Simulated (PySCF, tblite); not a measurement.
## ammonia and 2 × hydrogen sulfide

A gas-phase complex of ammonia and 2 × hydrogen sulfide; neutral, singlet. The structure comes from a short search (6 tight-binding starts) and was relaxed by PBE0-D3(BJ)/def2-SVPD; another way of binding may lie lower. No frequency run checks that it is a minimum.

Parts: 1 = ammonia (N), atoms 1–4; 2 = hydrogen sulfide (S), atoms 5–7; 3 = hydrogen sulfide (S), atoms 8–10.

Coordinates in Å:
```
N1     -0.645    0.594    0.845
H2     -0.841    1.516    0.465
H3      0.039    0.704    1.594
H4     -0.210    0.047    0.108
S5     -2.859   -0.791    2.914
H6     -2.571   -2.067    2.581
H7     -2.072   -0.264    1.909
S8      0.708    0.018    4.145
H9     -0.591   -0.363    3.977
H10     0.364    1.126    4.835
```

```json
{"contact": "H7···N1", "kind (by geometry)": "hydrogen bond", "distance (Å)": "1.975", "angle (°)": "166"}
{"contact": "H9···S5", "kind (by geometry)": "hydrogen bond", "distance (Å)": "2.541", "angle (°)": "162"}
```

Interaction energies are complex less parts, with the parts frozen as they stand in it; counterpoise-corrected, in kcal/mol (PySCF).

(1) Give the interaction energy at each level run.

(2) What holds them together? Decompose the wB97M-D3(BJ)/def2-TZVPD energy: frozen parts, their antisymmetrised product, then relaxation.

(3) Are the pair energies additive?

The parts were also relaxed and run alone, at the levels used for the complex: shieldings by PBE0/pcSseg-2.

Values alone: S5–H7 bond (Å): 1.350; shielding of H7 (ppm): 30.27; shielding of N1 (ppm): 262.5; shielding of H9 (ppm): 30.27; shielding of S5 (ppm): 704.4.

(4) What does binding change?

Answers

(1) 
```tsv
level	interaction	superposition error removed
wB97M-D3(BJ)/def2-TZVPD	-7.31	-0.47
PBE0-D3(BJ)/def2-TZVPD	-9.68	-0.40
```

(2) electrostatic -18.4, Pauli repulsion +24.2, orbital relaxation -10.7, dispersion correction -2.8 kcal/mol, which sum to the value before the counterpoise correction; the Pauli term holds the exchange-correlation of the frozen density too. Of the attraction, 58 % is electrostatic, 34 % is orbital relaxation, 9 % is dispersion correction.

(3) The pairs sum to -6.01 kcal/mol (1–2 -3.0, 1–3 -1.7, 2–3 -1.3); the rest of -1.30 is a many-body strengthening.

(4) 
```csv
property,alone,in the complex,change
S5–H7 bond (Å),1.350,1.382,+0.032
shielding of H7 (ppm),30.27,23.11,-7.16
shielding of N1 (ppm),262.5,241.0,-21.5
shielding of H9 (ppm),30.27,26.66,-3.60
shielding of S5 (ppm),704.4,689.4,-15.0
```

Density functionals tend to overstate the lengthening and the red shift of so strongly bound an X–H bond.

The 3 runs behind this took 97 s in all, one thread each of Arm Neoverse V2 on a shared host, launched as `OMP_NUM_THREADS=1 python cluster_run.py task.json out`.
